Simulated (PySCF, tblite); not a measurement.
Calculations on pentafluorophosphorane, `FP(F)(F)(F)F`, in the order of a workflow; each names the level of the geometry that it ran on. Settings lines and outputs come from a driver script.

Species: pentafluorophosphorane, PF₅.
Bonds: F1–P2, P2–F3, P2–F4, P2–F5, P2–F6.

Step 1: GFN2-xTB geometry optimisation, gas phase (tblite 0.8.0) (from a force-field or distance-geometry start)
```json
{"job": {"kind": "relax", "xc": "GFN2-xTB", "basis": "xTB"}, "charge": 0, "multiplicity": 1}
```
```
step      E/eV     max force
  0    -716.92059    2.573
  1    -717.29197    1.889
  2    -717.52956    1.382
  3    -717.61339    0.308
  4    -717.61839    0.065
  5    -717.61857    0.037
  6    -717.61863    0.024
  7    -717.61866    0.010
  8    -717.61866    0.006
```

Energy lowered by 16.1 kcal/mol over 8 steps; largest atomic force 0.006 eV/Å at the end. «max force» is the largest atomic force in eV/Å.

Step 2: GFN2-xTB harmonic vibrations, gas phase (tblite 0.8.0) (on the GFN2-xTB geometry)
```json
{"job": {"kind": "ir", "xc": "GFN2-xTB", "basis": "xTB"}, "charge": 0, "multiplicity": 1}
```
```
(table of modes left out)
```

12 modes from 118 to 874 cm⁻¹ (unscaled, harmonic); zero-point energy 8.9 kcal/mol; all wavenumbers are real at this level.

Step 3: PBE0-D3(BJ)/def2-SVP geometry optimisation, gas phase (PySCF 2.14.0) (from the GFN2-xTB geometry)
```json
{"job": {"xc": "PBE0", "basis": "def2-SVP", "d3": "d3bj", "grid": 1, "shake": 0.01, "kind": "geom"}, "charge": 0, "multiplicity": 1}
```
```
step   0  E = -839.59449118  max force = 0.017103
step   1  E = -839.59224703  max force = 0.023480
step   2  E = -839.59299871  max force = 0.013435
step   3  E = -839.59454100  max force = 0.011825
...
step  10  E = -839.59518632  max force = 0.000688
step  11  E = -839.59520416  max force = 0.000700
step  12  E = -839.59520701  max force = 0.000415
step  13  E = -839.59520863  max force = 0.000269
optimisation converged
```

Final energy -839.59521 Eh after 13 steps; dipole 0.00 D. Energies in Eh; «max force» is the largest Cartesian gradient component in Eh/bohr.

Step 4: TDDFT CAM-B3LYP/def2-SVPD, vertical, gas phase, core orbitals frozen in the response (PySCF 2.14.0, density-fitted response routines) (on the PBE0-D3(BJ)/def2-SVP geometry)
```json
{"job": {"kind": "uv", "xc": "CAM-B3LYP", "basis": "def2-SVPD", "ip": true, "dynamic": false}, "charge": 0, "multiplicity": 1}
```
```
...
Static polarisability (au): isotropic 26.525, principal 26.197 26.202 27.174
Singlet excitations
state   eV       nm        f      main configurations
  1  10.1319    122.4   0.00000   H->L 0.82
  2  10.1330    122.4   0.00000   H-1->L 0.82
  3  10.8560    114.2   0.02586   H-2->L 0.86
  4  10.8562    114.2   0.02584   H-3->L 0.86
  5  11.3360    109.4   0.15027   H-4->L 0.90
  6  11.4773    108.0   0.00000   H-5->L 0.86, H-5->L+4 0.08
  7  12.2271    101.4   0.00000   H->L+1 0.28, H-1->L+2 0.25, H->L+6 0.11
  8  12.3476    100.4   0.00000   H-1->L+2 0.18, H->L+2 0.18, H->L+1 0.17
  9  12.3480    100.4   0.00000   H-1->L+1 0.18, H-1->L+2 0.18, H->L+2 0.17
 10  12.3923    100.0   0.00000   H-6->L 0.85
Triplet excitations (Tamm-Dancoff, eV): 9.6890 9.6901 10.3904 10.3905
Vertical ionisation energy (delta-SCF) = 15.4132 eV
```

HOMO -13.97 eV, LUMO 0.18 eV; lowest singlet 10.13 eV; lowest triplet 9.69 eV (Tamm–Dancoff); mean polarisability 26.5 au.

Step 5: delta-SCF UKS SCAN, pcX-2 on the ionised atom, pcseg-1 elsewhere, spin-free X2C (PySCF 2.14.0) (on the PBE0-D3(BJ)/def2-SVP geometry)
```json
{"job": {"kind": "xps"}, "charge": 0, "multiplicity": 1}
```
```
...
ground state, core basis on atom 0 (F), 119 functions
  E(ground) = -841.72223848 Eh
hole in F 1s of atom 0
  E(ion) = -816.21090097 Eh   <S^2> = 0.7567   hole on atom = 1.000   binding energy = 694.199 eV
ground state, core basis on atom 1 (P), 130 functions
  E(ground) = -841.81422436 Eh
hole in P 1s of atom 1
  E(ion) = -762.46816929 Eh   <S^2> = 0.7514   hole on atom = 1.000   binding energy = 2159.116 eV
hole in P 2p of atom 1
  E(ion) = -836.49927937 Eh   <S^2> = 0.7525   hole on atom = 1.002   binding energy = 144.627 eV
  2p3/2 = 144.364 eV   2p1/2 = 145.256 eV
ground state, core basis on atom 2 (F), 119 functions
  E(ground) = -841.72210851 Eh
hole in F 1s of atom 2
  E(ion) = -816.17622729 Eh   <S^2> = 0.7568   hole on atom = 1.000   binding energy = 695.139 eV
ground state, core basis on atom 5 (F), 119 functions
  E(ground) = -841.72218878 Eh
hole in F 1s of atom 5
  E(ion) = -816.21064678 Eh   <S^2> = 0.7567   hole on atom = 1.000   binding energy = 694.204 eV
```

F1s of F1 694.20 eV; P1s of P2 2159.12 eV; P2p of P2 144.66 eV (mean of the 2p shell); F1s of F3 695.14 eV; one atom stands for each set of equivalent ones. SCF cycles are left out; they run on a coarse grid, and E(ground) and E(ion) are re-evaluated on a finer one. For a 2p shell the printed binding energy is that of one 2p hole without spin–orbit coupling; the 2p3/2 and 2p1/2 values follow from a further step that adds the ground-state splitting of the three 2p orbitals and a mean-field spin–orbit operator, and the shell mean corrects the one hole to the average of the three. The log counts atoms from 0, this text from 1.

Q: Which step took the most CPU time, and about what did each take on an Arm Neoverse V2 with one thread, on a shared host?

A: Step 4, about 63 % of the total. CPU time by step: 1: under 0.1 s, 2: under 0.1 s, 3: 32 s, 4: 83 s, 5: 17 s.

Geometry of the electronic-property runs (PBE0-D3(BJ)/def2-SVP):
```
atom  x, y, z in Å
F1     0.6422   -0.5738   -1.3522
P2     0.0032   -0.0053   -0.0075
F3     1.1101    1.1043    0.0491
F4     0.2439   -1.3887    0.6915
F5    -1.3442    0.2681   -0.7626
F6    -0.6358    0.5639    1.3371
```

 (This holds for the electronic-property runs.)
